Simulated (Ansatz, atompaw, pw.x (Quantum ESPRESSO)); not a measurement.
What a changed setting does to a pw.x run (bcc Ga)

Potential: PAW, atompaw 4.2.0.5, PBEsol; core [Ne], reference 3s2 3p6 3d10 4s2 4p1; waves: 3s (bound): rc 0.80 bohr; 4s (bound): rc 1.40 bohr; 3p (bound): rc 1.20 bohr; 4p (bound): rc 1.40 bohr; 3d (bound): rc 1.40 bohr; 3d channel at 1.55 Ry: rc 1.40 bohr; local part: troulliermartins scheme with l = 3 at 0.5 Ry, radius 1.20 bohr; core correction: smooth core density matched at 0.95 bohr; augmentation: sinc compensation charge, radius 1.35 bohr; PAW radius 1.40 bohr; waves and projectors: modrrkj vanderbiltortho.

The reference run (k-mesh 14³, cutoffs 170/900 Ry, Fermi–Dirac 0.01 Ry, mixing_beta 0.4, conv_thr 1e-9, no spin) gives -1.41 GPa at 18.120 Å³/atom, where all-electron LAPW gives -0.58 GPa. This run, with its own iteration cap, changes smearing to mv.

```
&control
  calculation='scf', prefix='x', pseudo_dir='./', outdir='./tmp', tstress=.true., disk_io='none'
/
&system
  ibrav=0, nat=1, ntyp=1, ecutwfc=170, ecutrho=900, nbnd=19,
  occupations='smearing', smearing='mv', degauss=0.01
/
&electrons
  conv_thr=1e-09, mixing_beta=0.4, electron_maxstep=50
/
ATOMIC_SPECIES
Ga 1.0 Ga.UPF
CELL_PARAMETERS angstrom
  -1.65462431 1.65462431 1.65462431
  1.65462431 -1.65462431 1.65462431
  1.65462431 1.65462431 -1.65462431
ATOMIC_POSITIONS crystal
Ga 0.0000 0.0000 0.0000
K_POINTS automatic
14 14 14 0 0 0
```

```bash
pw.x < Ga.scf.in > Ga.scf.out
```

Problem. How does the run end?

Solution. It converges in 9 iterations; the free energy moves by +11.5 meV/atom and the pressure by -0.16 GPa. This scheme is built to cancel the term in the square of the width that Fermi–Dirac smearing leaves in the F of a metal.

```
Message from routine setup:
     using ibrav=0 with symmetry is DISCOURAGED, use correct ibrav instead
     lattice parameter (alat)  =       5.4158  a.u.
     unit-cell volume          =     122.2798 (a.u.)^3
     number of electrons       =        21.00
     number of Kohn-Sham states=           19
     kinetic-energy cutoff     =     170.0000  Ry
     charge density cutoff     =     900.0000  Ry
     scf convergence threshold =      1.0E-09
     Exchange-correlation= SLA PW PSX PSC
     number of k points=   104  Marzari-Vanderbilt smearing, width (Ry)=  0.0100
     iteration #  1     ecut=   170.00 Ry     beta= 0.40
     total energy              =    -615.80054221 Ry
     estimated scf accuracy    <       0.37282296 Ry
     iteration #  2     ecut=   170.00 Ry     beta= 0.40
     total energy              =    -616.00909017 Ry
     estimated scf accuracy    <       0.05555609 Ry
     iteration #  3     ecut=   170.00 Ry     beta= 0.40
     total energy              =    -616.01650844 Ry
     estimated scf accuracy    <       0.00456610 Ry
     iteration #  4     ecut=   170.00 Ry     beta= 0.40
     total energy              =    -616.01675031 Ry
     estimated scf accuracy    <       0.00050793 Ry
     iteration #  5     ecut=   170.00 Ry     beta= 0.40
     total energy              =    -616.01693446 Ry
     estimated scf accuracy    <       0.00008118 Ry
     iteration #  6     ecut=   170.00 Ry     beta= 0.40
     total energy              =    -616.01696571 Ry
     estimated scf accuracy    <       0.00000163 Ry
     iteration #  7     ecut=   170.00 Ry     beta= 0.40
     total energy              =    -616.01696584 Ry
     estimated scf accuracy    <       0.00000037 Ry
     iteration #  8     ecut=   170.00 Ry     beta= 0.40
     total energy              =    -616.01696576 Ry
     estimated scf accuracy    <       0.00000013 Ry
     iteration #  9     ecut=   170.00 Ry     beta= 0.40
     the Fermi energy is    12.9175 ev
!    total energy              =    -616.01696580 Ry
     estimated scf accuracy    <          2.3E-11 Ry
     smearing contrib. (-TS)   =      -0.00005851 Ry
     The total energy is F=E-TS. E is the sum of the following terms:
     one-electron contribution =    -439.16897487 Ry
     hartree contribution      =     192.64995455 Ry
     xc contribution           =     -42.17807334 Ry
     ewald contribution        =    -256.63757422 Ry
     one-center paw contrib.   =     -70.68223941 Ry
     convergence has been achieved in   9 iterations
          total   stress  (Ry/bohr**3)                   (kbar)     P=      -15.70
     Message from routine punch:
     Nothing written, as per user request (disk_io='none')
```

The run took about 2.5 min on one core of a shared host (Intel(R) Xeon(R) Platinum 8259CL CPU @ 2.50GHz, 96 threads, 755 GiB, load 38).
